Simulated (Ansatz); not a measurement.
Born–Oppenheimer molecular dynamics of CH4BCl (7 atoms, charge 0, multiplicity 1). It starts at the highest image of a converged band. Of that band: Neighbouring images differ by up to 4.1 eV, so the band resolves the path poorly. A vibrational analysis at the climbing image gives one clearly imaginary mode, 1236i cm⁻¹: a first-order saddle point.

Level of theory: RKS PBE-D4/def2-SVP in Ansatz 0.2.0.

| Item | Value |
| --- | --- |
| ensemble | NVE (velocity Verlet) |
| time step | 0.5 fs |
| steps asked | 200 |
| starting velocities drawn for | 300 K |
| seed | 8743 |

First frame:

```xyz
7
Properties=species:S:1:pos:R:3
B -0.350 0.077 0.535
H 0.731 0.278 1.146
C 1.728 0.024 0.070
H 1.786 -1.023 -0.281
H 1.724 0.756 -0.758
H 2.524 0.249 0.807
Cl -0.972 -0.362 -1.020
```

Task: How far do the bonds stretch over the last three quarters of this one trajectory? (Pairs bonded in most of those frames.)

Result: 
```tsv
bond	mean (Å)	spread (Å)	shortest	longest
B1–Cl7	1.770	0.070	1.67	1.86
H2–C3	1.121	0.068	1.01	1.23
C3–H4	1.108	0.022	1.07	1.15
C3–H5	1.109	0.032	1.05	1.16
C3–H6	1.110	0.037	1.05	1.18
```

Mean temperature of the second half: 1701 K. The conserved energy stayed within 0.36 meV per atom of its start (net change 0.072 meV per atom), so the integration is sound. The kinetic energy rose, since the run started high on the potential surface and went downhill. It ends in pieces (BCl + CH4), so much of that is their flight and rotation, not heat. A run of 0.1 ps of so small a system gives no equilibrium averages. The orbitals stay closed-shell, which can raise the energy where a bond breaks towards radicals; this wasn't checked here.

The run took 2 min on 1 thread of Intel(R) Xeon(R) 6975P-C (Granite Rapids), on a shared host, peak memory 0.12 GiB.
